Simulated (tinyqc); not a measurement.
Worked calculation (part 1 of 2): MP2 on RHF in the sto-3g basis, for H2O, spin multiplicity 1. Computed by tinyqc, a small Python program that keeps every step (integrals from PySCF). Settings: charge = 0, multiplicity = 1, basis = sto-3g, method = RHF, energy threshold = 1e-10, iteration cap = 83, orthogonalisation = canonical, start = Wolfsberg-Helmholz matrix, DIIS depth = 6. Command: `OMP_NUM_THREADS=1 python tinyqc.py 28216 28217 out.jsonl` (the two numbers bound the seeds that draw the settings). One thread of a shared host (Intel(R) Xeon(R) Processor @ 2.60GHz), about 0.1 s of CPU time with the checks. The early iterations of the SCF are left out here.

## One-electron integrals

Geometry (angstrom):
```
atom         x          y         z
O     0.000000   0.000000  0.000000
H     0.000000   0.677000  0.599000
H     0.000000  -0.702000  0.621000
```

Basis sto-3g: exponents (1/bohr^2) and contraction coefficients of normalised primitives:
```
element  l (shell)    exponent  coefficient
O            s (1)  130.709320     0.154329
O            s (1)   23.808861     0.535328
O            s (1)    6.443608     0.444635
O            s (2)    5.033151    -0.099967
O            s (2)    1.169596     0.399513
O            s (2)    0.380389     0.700115
O            p (3)    5.033151     0.155916
O            p (3)    1.169596     0.607684
O            p (3)    0.380389     0.391957
H            s (1)    3.425251     0.154329
H            s (1)    0.623914     0.535328
H            s (1)    0.168855     0.444635
```

Overlap, kinetic and nuclear-attraction integrals over the contracted functions; the nuclear repulsion is the sum of Za Zb / Rab.

nuclear repulsion = 9.58375249 hartree

overlap S, lower triangle:
```
           1O 1s     1O 2s    1O 2px     1O 2py    1O 2pz     2H 1s     3H 1s
1O 1s   1.000000
1O 2s   0.236704  1.000000
1O 2px  0.000000  0.000000  1.000000
1O 2py  0.000000  0.000000  0.000000   1.000000
1O 2pz  0.000000  0.000000  0.000000   0.000000  1.000000
2H 1s   0.061212  0.510364  0.000000   0.308001  0.272515  1.000000
3H 1s   0.056590  0.487985  0.000000  -0.299819  0.265224  0.304356  1.000000
```

kinetic energy T (hartree), lower triangle:
```
            1O 1s     1O 2s    1O 2px     1O 2py    1O 2pz     2H 1s     3H 1s
1O 1s   29.003200
1O 2s   -0.168011  0.808128
1O 2px   0.000000  0.000000  2.528731
1O 2py   0.000000  0.000000  0.000000   2.528731
1O 2pz   0.000000  0.000000  0.000000   0.000000  2.528731
2H 1s    0.001852  0.155801  0.000000   0.244792  0.216589  0.760032
3H 1s   -0.001023  0.138421  0.000000  -0.224597  0.198682  0.022303  0.760032
```

nuclear attraction V (hartree), lower triangle:
```
             1O 1s       1O 2s      1O 2px      1O 2py      1O 2pz      2H 1s      3H 1s
1O 1s   -61.768463
1O 2s    -7.455291  -10.182673
1O 2px    0.000000    0.000000  -10.018750
1O 2py   -0.000909   -0.008380    0.000000  -10.171561
1O 2pz   -0.022262   -0.257857    0.000000   -0.005235  -10.138356
2H 1s    -1.988400   -4.254171    0.000000   -2.289147   -2.120810  -6.081133
3H 1s    -1.835716   -4.024292    0.000000    2.194563   -2.035525  -1.983333  -5.946962
```

core Hamiltonian H = T + V (hartree), lower triangle:
```
             1O 1s      1O 2s     1O 2px     1O 2py     1O 2pz      2H 1s      3H 1s
1O 1s   -32.765263
1O 2s    -7.623302  -9.374545
1O 2px    0.000000   0.000000  -7.490019
1O 2py   -0.000909  -0.008380   0.000000  -7.642830
1O 2pz   -0.022262  -0.257857   0.000000  -0.005235  -7.609624
2H 1s    -1.986548  -4.098371   0.000000  -2.044355  -1.904221  -5.321101
3H 1s    -1.836739  -3.885871   0.000000   1.969966  -1.836842  -1.961030  -5.186930
```

## Two-electron integrals

Functions are numbered as in S; the eight-fold symmetry (ij|kl) = (ji|kl) = (kl|ij) leaves the list below.

Two-electron integrals (ij|kl) in chemists' order, unique and non-zero (hartree):
```
(11|11) 4.785065    (21|11) 0.741380    (21|21) 0.136873    (22|11) 1.118947
(22|21) 0.256633    (22|22) 0.817206    (31|31) 0.024477    (32|31) 0.037809
(32|32) 0.180518    (33|11) 1.115814    (33|21) 0.256684    (33|22) 0.817023
(33|33) 0.880159    (41|41) 0.024477    (42|41) 0.037809    (42|42) 0.180518
(43|43) 0.047444    (44|11) 1.115814    (44|21) 0.256684    (44|22) 0.817023
(44|33) 0.785270    (44|44) 0.880159    (51|51) 0.024477    (52|51) 0.037809
(52|52) 0.180518    (53|53) 0.047444    (54|54) 0.047444    (55|11) 1.115814
(55|21) 0.256684    (55|22) 0.817023    (55|33) 0.785270    (55|44) 0.785270
(55|55) 0.880159    (61|11) 0.195145    (61|21) 0.035688    (61|22) 0.066368
(61|33) 0.066245    (61|41) 0.001218    (61|42) 0.002268    (61|44) 0.066456
(61|51) 0.001077    (61|52) 0.002007    (61|54) 0.000187    (61|55) 0.066410
(61|61) 0.009424    (62|11) 0.441951    (62|21) 0.102488    (62|22) 0.357524
(62|33) 0.351745    (62|41) 0.005700    (62|42) 0.042262    (62|44) 0.361286
(62|51) 0.005044    (62|52) 0.037393    (62|54) 0.008442    (62|55) 0.359214
(62|61) 0.027170    (62|62) 0.188423    (63|31) 0.011114    (63|32) 0.063259
(63|43) 0.008936    (63|53) 0.007907    (63|63) 0.027925    (64|11) 0.227589
(64|21) 0.053499    (64|22) 0.199398    (64|33) 0.190210    (64|41) 0.013749
(64|42) 0.085836    (64|44) 0.213398    (64|51) 0.002332    (64|52) 0.019976
(64|54) 0.012609    (64|55) 0.194371    (64|61) 0.014854    (64|62) 0.127662
(64|64) 0.113519    (65|11) 0.201367    (65|21) 0.047335    (65|22) 0.176425
(65|33) 0.168295    (65|41) 0.002332    (65|42) 0.019976    (65|44) 0.172998
(65|51) 0.013177    (65|52) 0.080933    (65|54) 0.013097    (65|55) 0.187790
(65|61) 0.013143    (65|62) 0.112954    (65|64) 0.075732    (65|65) 0.094932
(66|11) 0.558204    (66|21) 0.131541    (66|22) 0.522785    (66|33) 0.501479
(66|41) 0.010089    (66|42) 0.100496    (66|44) 0.536986    (66|51) 0.008927
(66|52) 0.088918    (66|54) 0.031416    (66|55) 0.529275    (66|61) 0.035242
(66|62) 0.335943    (66|64) 0.260283    (66|65) 0.230294    (66|66) 0.774606
(71|11) 0.180221    (71|21) 0.032970    (71|22) 0.061348    (71|33) 0.061233
(71|41) -0.001132   (71|42) -0.002112   (71|44) 0.061431    (71|51) 0.001002
(71|52) 0.001868    (71|54) -0.000175   (71|55) 0.061388    (71|61) 0.008587
(71|62) 0.024418    (71|64) 0.012111    (71|65) 0.011820    (71|66) 0.031290
(71|71) 0.008044    (72|11) 0.417700    (72|21) 0.096910    (72|22) 0.339247
(72|33) 0.333666    (72|41) -0.005415   (72|42) -0.040540   (72|44) 0.342883
(72|51) 0.004790    (72|52) 0.035862    (72|54) -0.008153   (72|55) 0.340879
(72|61) 0.024977    (72|62) 0.150459    (72|64) 0.069188    (72|65) 0.088149
(72|66) 0.227179    (72|71) 0.023756    (72|72) 0.171150    (73|31) 0.010388
(73|32) 0.059562    (73|43) -0.008525   (73|53) 0.007542    (73|63) 0.021584
(73|73) 0.025043    (74|11) -0.218549   (74|21) -0.051386   (74|22) -0.192152
(74|33) -0.183340   (74|41) 0.012920    (74|42) 0.081465    (74|44) -0.205538
(74|51) -0.002240   (74|52) -0.019375   (74|54) 0.012094    (74|55) -0.187368
(74|61) -0.012605   (74|62) -0.070789   (74|64) -0.011269   (74|65) -0.040411
(74|66) -0.092175   (74|71) -0.013180   (74|72) -0.117753   (74|74) 0.105176
(75|11) 0.193332    (75|21) 0.045456    (75|22) 0.169981    (75|33) 0.162186
(75|41) -0.002240   (75|42) -0.019375   (75|44) 0.166739    (75|51) 0.012370
(75|52) 0.076702    (75|54) -0.012553   (75|55) 0.180832    (75|61) 0.012260
(75|62) 0.089058    (75|64) 0.039962    (75|65) 0.072973    (75|66) 0.148295
(75|71) 0.011660    (75|72) 0.104167    (75|74) -0.070887   (75|75) 0.087751
(76|11) 0.195386    (76|21) 0.045746    (76|22) 0.173379    (76|33) 0.169161
(76|41) -0.000034   (76|42) -0.000380   (76|44) 0.172152    (76|51) 0.003556
(76|52) 0.031352    (76|54) -0.000114   (76|55) 0.178640    (76|61) 0.012032
(76|62) 0.091647    (76|64) 0.052909    (76|65) 0.061865    (76|66) 0.169000
(76|71) 0.011129    (76|72) 0.087868    (76|74) -0.051980   (76|75) 0.060036
(76|76) 0.054044    (77|11) 0.541578    (77|21) 0.127691    (77|22) 0.510503
(77|33) 0.489687    (77|41) -0.009645   (77|42) -0.097892   (77|44) 0.524375
(77|51) 0.008532    (77|52) 0.086597    (77|54) -0.030685   (77|55) 0.516832
(77|61) 0.032860    (77|62) 0.233871    (77|64) 0.092583    (77|65) 0.151077
(77|66) 0.372366    (77|71) 0.031619    (77|72) 0.317249    (77|74) -0.249443
(77|75) 0.220661    (77|76) 0.169000    (77|77) 0.774606
```

## Orthogonalisation

S = U s U^T; canonical form X = U s^(-1/2), so that X^T S X = 1. Each column of U has its largest component positive (the first on a tie).

eigenvalues of S: 0.316100  0.393732  0.880268  1.000000  1.098464  1.303649  2.007788

X:
```
                1          2          3         4          5          6         7
1O 1s   -0.288991   0.050912   0.763094  0.000000  -0.619647   0.000358  0.137971
1O 2s    1.217222  -0.167370  -0.314758  0.000000  -0.315393  -0.002163  0.401800
1O 2px   0.000000   0.000000   0.000000  1.000000   0.000000   0.000000  0.000000
1O 2py   0.154562   0.909320  -0.000676  0.000000   0.008496   0.715142  0.006478
1O 2pz   0.600616  -0.086581   0.643116  0.000000   0.632479  -0.006922  0.198939
2H 1s   -0.925304  -0.798546  -0.141162  0.000000   0.115631   0.348628  0.378481
3H 1s   -0.597993   1.018411  -0.145285  0.000000   0.115996  -0.366136  0.367036
```

## Iteration 8 (converged): orbitals

converged F (hartree), lower triangle:
```
             1O 1s      1O 2s     1O 2px     1O 2py     1O 2pz      2H 1s      3H 1s
1O 1s   -20.238049
1O 2s    -5.164905  -2.465142
1O 2px    0.000000   0.000000  -0.399284
1O 2py   -0.000821  -0.009714   0.000000  -0.339120
1O 2pz   -0.031148  -0.154392   0.000000  -0.010054  -0.385412
2H 1s    -1.354752  -1.124305   0.000000  -0.391561  -0.415500  -0.664986
3H 1s    -1.253384  -1.065821   0.000000   0.381425  -0.405870  -0.478264  -0.615219
```

Diagonalise F' = X^T F X, C = X C', fill 5 alpha and 5 beta electrons from the bottom; D = 2 C_occ C_occ^T. Each column has its largest component positive (the first on a tie).

F' = X^T F X (hartree), lower triangle:
```
           1          2          3          4          5          6          7
1   0.326257
2   0.098675   0.731454
3   1.393790  -0.299083  -9.197623
4   0.000000   0.000000   0.000000  -0.399284
5  -0.925622   0.226273   9.032578   0.000000  -9.718919
6   0.023628   0.135860  -0.008112   0.000000   0.003304  -0.609581
7   0.027230  -0.033867  -3.627249   0.000000   3.883802  -0.008785  -2.755334
```

orbital energies (hartree): MO1 -20.247002, MO2 -1.298279, MO3 -0.623520, MO4 -0.475213, MO5 -0.399284, MO6 0.650386, MO7 0.769882

coefficients C:
```
              MO1        MO2        MO3        MO4       MO5        MO6        MO7
1O 1s    0.994058  -0.230605   0.005383   0.110036  0.000000   0.131769   0.024260
1O 2s    0.027282   0.817345  -0.029886  -0.571804  0.000000  -0.915656  -0.185899
1O 2px   0.000000   0.000000   0.000000   0.000000  1.000000   0.000000   0.000000
1O 2py   0.000250   0.009480   0.619492  -0.011401  0.000000   0.155953  -0.976720
1O 2pz   0.004982   0.152022   0.016446   0.760980  0.000000  -0.774839  -0.136439
2H 1s   -0.006580   0.166283   0.447188   0.259842  0.000000   0.674244   1.020860
3H 1s   -0.006083   0.152957  -0.447768   0.282281  0.000000   0.931280  -0.726081
```

D after iteration 8, lower triangle:
```
            1O 1s      1O 2s    1O 2px     1O 2py    1O 2pz      2H 1s     3H 1s
1O 1s    2.106935
1O 2s   -0.448888   1.993302
1O 2px   0.000000   0.000000  2.000000
1O 2py   0.000286  -0.008479  0.000000   0.767980
1O 2pz   0.107438  -0.622466  0.000000   0.005910  1.204994
2H 1s   -0.027775  -0.052424  0.000000   0.551284  0.460670   0.590377
3H 1s   -0.025337  -0.046350  0.000000  -0.558317  0.461338  -0.202828  0.607224
```

## Convergence

Stop when the energy changes by less than 1e-10 hartree and every element of the error matrix X^T (F D S - S D F) X is below 3e-06.

Course of the cycle:
```
iteration   E (hartree)     change  largest element of the error matrix
1          -74.66295173          -                             6.93e-01
2          -74.93413145  -2.71e-01                             1.54e-01
3          -74.95097793  -1.68e-02                             2.88e-02
4          -74.95181093  -8.33e-04                             4.40e-03
5          -74.95184948  -3.85e-05                             1.21e-04
6          -74.95184949  -1.67e-08                             9.27e-06
7          -74.95184949  -1.27e-10                             2.83e-06
8          -74.95184949  -1.31e-11                             2.09e-07
```

PySCF RHF in the same basis = -74.95184949 hartree

Converged in 8 iterations.

## Integrals over molecular orbitals

(pq|rs) = sum C_ip C_jq C_kr C_ls (ij|kl), one index at a time.

one-electron integrals over orbitals h = C^T H C (hartree), lower triangle:
```
            1          2          3          4          5          6          7
1  -32.747377
2    0.553325  -7.724958
3   -0.012962   0.003300  -6.481997
4   -0.253766   0.409968  -0.043874  -7.047953
5    0.000000   0.000000   0.000000   0.000000  -7.490019
6   -0.302466   1.399029  -0.288191   1.043058   0.000000  -5.414916
7   -0.055700   0.266302   1.638983   0.123852   0.000000   0.031948  -5.587083
```

Two-electron integrals over orbitals (pq|rs), unique and non-zero (hartree):
```
(11|11) 4.743978    (21|11) -0.412586   (21|21) 0.057284    (22|11) 1.002026
(22|21) -0.011958   (22|22) 0.735987    (31|11) 0.009754    (31|21) -0.001071
(31|22) 0.001207    (31|31) 0.011540    (32|11) -0.002738   (32|21) 0.000622
(32|22) 0.005878    (32|31) 0.018364    (32|32) 0.146542    (33|11) 0.818096
(33|21) -0.004384   (33|22) 0.657667    (33|31) -0.000453   (33|32) -0.002765
(33|33) 0.647223    (41|11) 0.196063    (41|21) -0.023497   (41|22) 0.017747
(41|31) 0.000797    (41|32) 0.000040    (41|33) 0.006997    (41|41) 0.028831
(42|11) -0.127055   (42|21) 0.009839    (42|22) 0.012792    (42|31) -0.000053
(42|32) 0.000232    (42|33) 0.006786    (42|41) 0.017701    (42|42) 0.119649
(43|11) 0.010438    (43|21) -0.000486   (43|22) 0.002975    (43|31) -0.004210
(43|32) 0.015318    (43|33) 0.001862    (43|41) -0.000574   (43|42) -0.004488
(43|43) 0.047125    (44|11) 1.004604    (44|21) -0.014337   (44|22) 0.672322
(44|31) 3.05e-06    (44|32) -0.003185   (44|33) 0.607715    (44|41) -0.011534
(44|42) -0.104007   (44|43) 0.006181    (44|44) 0.792729    (51|51) 0.026063
(52|51) 0.032179    (52|52) 0.142458    (53|51) -0.000751   (53|52) -0.002452
(53|53) 0.029925    (54|51) -0.014432   (54|52) -0.049460   (54|53) 0.001606
(54|54) 0.058713    (55|11) 1.115332    (55|21) -0.011547   (55|22) 0.746297
(55|31) 0.000269    (55|32) -0.001289   (55|33) 0.639715    (55|41) 0.005474
(55|42) -0.067926   (55|43) 0.005820    (55|44) 0.732524    (55|55) 0.880159
(61|11) 0.237567    (61|21) -0.035948   (61|22) -0.000730   (61|31) 0.002971
(61|32) 0.003254    (61|33) -0.000583   (61|41) 0.001277    (61|42) -0.020376
(61|43) -0.000150   (61|44) 0.020470    (61|55) 0.006114    (61|61) 0.032618
(62|11) -0.311866   (62|21) 0.006236    (62|22) -0.144503   (62|31) 0.001770
(62|32) 0.007540    (62|33) -0.081681   (62|41) -0.018797   (62|42) -0.017587
(62|43) -0.006325   (62|44) -0.087459   (62|55) -0.159013   (62|61) 0.007613
(62|62) 0.103320    (63|11) 0.060662    (63|21) -0.001327   (63|22) 0.024357
(63|31) -0.003696   (63|32) 0.033194    (63|33) 0.016110    (63|41) 0.000163
(63|42) -0.012593   (63|43) 0.025580    (63|44) 0.024847    (63|55) 0.032403
(63|61) 0.000316    (63|62) -0.018291   (63|63) 0.067016    (64|11) -0.212446
(64|21) 0.002241    (64|22) -0.087814   (64|31) -0.001675   (64|32) -0.012849
(64|33) -0.043058   (64|41) -0.001223   (64|42) 0.035589    (64|43) -0.002938
(64|44) -0.121141   (64|55) -0.111389   (64|61) -0.001442   (64|62) 0.056524
(64|63) -0.020752   (64|64) 0.068466    (65|51) -0.015675   (65|52) -0.058347
(65|53) 0.004883    (65|54) 0.003232    (65|65) 0.038904    (66|11) 0.823716
(66|21) -0.006914   (66|22) 0.626762    (66|31) -0.002442   (66|32) -0.029811
(66|33) 0.581972    (66|41) 0.021546    (66|42) 0.057080    (66|43) -0.014392
(66|44) 0.556990    (66|55) 0.598372    (66|61) -0.009142   (66|62) -0.099675
(66|63) -0.010410   (66|64) -0.038776   (66|66) 0.616461    (71|11) 0.044066
(71|21) -0.006888   (71|22) -0.000796   (71|31) -0.015233   (71|32) -0.022775
(71|33) 0.000842    (71|41) 0.000724    (71|42) -0.002993   (71|43) 0.005918
(71|44) 0.003366    (71|55) 0.001101    (71|61) 0.002405    (71|62) -0.001775
(71|63) 0.004592    (71|64) 0.001929    (71|66) 0.002476    (71|71) 0.021515
(72|11) -0.060471   (72|21) 0.001112    (72|22) -0.027139   (72|31) -0.013375
(72|32) -0.033587   (72|33) -0.012806   (72|41) -0.002868   (72|42) 0.000360
(72|43) 0.036223    (72|44) -0.019382   (72|55) -0.030234   (72|61) -0.001855
(72|62) 0.008855    (72|63) 0.033542    (72|64) 0.012557    (72|66) -0.021514
(72|71) 0.016901    (72|72) 0.061630    (73|11) -0.351628   (73|21) 0.007637
(73|22) -0.123950   (73|31) -0.000305   (73|32) 0.009136    (73|33) -0.088924
(73|41) 0.001130    (73|42) 0.078659    (73|43) -0.001012   (73|44) -0.156766
(73|55) -0.181531   (73|61) -0.007453   (73|62) 0.073925    (73|63) -0.015190
(73|64) 0.074304    (73|66) -0.039814   (73|71) -0.001039   (73|72) 0.020104
(73|73) 0.150324    (74|11) -0.025421   (74|21) 0.000330    (74|22) -0.007735
(74|31) 0.010319    (74|32) 0.079045    (74|33) -0.007734   (74|41) -0.000518
(74|42) 0.002007    (74|43) -0.005980   (74|44) -0.015057   (74|55) -0.012734
(74|61) 0.002323    (74|62) 0.011146    (74|63) 0.037522    (74|64) -0.003785
(74|66) -0.024053   (74|71) -0.013447   (74|72) -0.013187   (74|73) 0.016318
(74|74) 0.070247    (75|51) -0.002898   (75|52) -0.010877   (75|53) -0.022892
(75|54) 0.001474    (75|65) 0.002775    (75|75) 0.023996    (76|11) -0.003299
(76|21) 0.000407    (76|22) 0.004706    (76|31) 0.008844    (76|32) 0.092414
(76|33) -0.007155   (76|41) 0.002840    (76|42) 0.009882    (76|43) 0.040954
(76|44) -0.010096   (76|55) -0.002600   (76|61) -0.000412   (76|62) -0.006442
(76|63) 0.052781    (76|64) -0.011601   (76|66) -0.028199   (76|71) -0.011366
(76|72) 0.012848    (76|73) 0.016370    (76|74) 0.053432    (76|76) 0.102175
(77|11) 0.863960    (77|21) -0.008989   (77|22) 0.629097    (77|31) 0.003522
(77|32) 0.033286    (77|33) 0.617382    (77|41) 0.005067    (77|42) -0.007447
(77|43) 0.014927    (77|44) 0.607977    (77|55) 0.623923    (77|61) 0.005116
(77|62) -0.069303   (77|63) 0.033074    (77|64) -0.041280   (77|66) 0.564120
(77|71) -0.003296   (77|72) -0.009250   (77|73) -0.078776   (77|74) 0.015064
(77|76) 0.027388    (77|77) 0.632236
```
